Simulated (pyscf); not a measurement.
Optimised with ωB97X-D3(BJ)/def2-SVP in PySCF.

**Question.** Estimate the classical barrier height and the reaction energy of HZn–SeH + hydrogen (H₂) -> ZnH₂ + H₂Se at ωB97M-D3(BJ)/def2-TZVP. The step runs on the singlet surface, breaks Se–Zn, H–H and forms H–Zn, H–Se; take the separated reactants as zero.

**Answer.** ΔE‡ = 1.59 eV, ΔE = +0.94 eV. Zero-point energy shifts the barrier by +0.05 eV. It is a four-centre exchange, with an imaginary mode of 1177i cm⁻¹. On the product side the descent ends in an adduct with a Se–Zn contact, 0.31 eV under the separated species and 0.79 eV under the saddle at ωB97X-D3(BJ)/def2-TZVP. What is counted as broken (Se–Zn) persists as a longer contact in the product adduct; parting that adduct is a step of its own. One saddle was located; it need not be the lowest between these sides. Elements up to Kr have no core potential and no relativistic terms here.
